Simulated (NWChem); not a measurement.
propene (C3H6); SMILES C=CC

```xyz
9

C     -0.1667    -1.2306     0.0000
C      0.4517     0.1282     0.0000
C     -0.2149     1.2835     0.0000
H      0.1497    -1.8112    -0.8830
H      0.1497    -1.8112     0.8830
H     -1.2656    -1.1789     0.0000
H      1.5493     0.1581     0.0000
H     -1.3099     1.3122     0.0000
H      0.3065     2.2444     0.0000
```
Atoms are numbered in this order, from 1.

Computed with NWChem. Pople sets run with spherical d functions. Coordinates come from a PBE0/def2-SVP optimisation.

For level B3LYP/6-31G*:

```yaml
highest occupied level (eV): -6.79
orbital gap (eV): 7.55
```

### Question
Estimate the same quantities for level B3LYP/6-311++G**.

### Answer
The highest occupied level (eV) is -7.14 and the orbital gap (eV) comes out as 7.00.
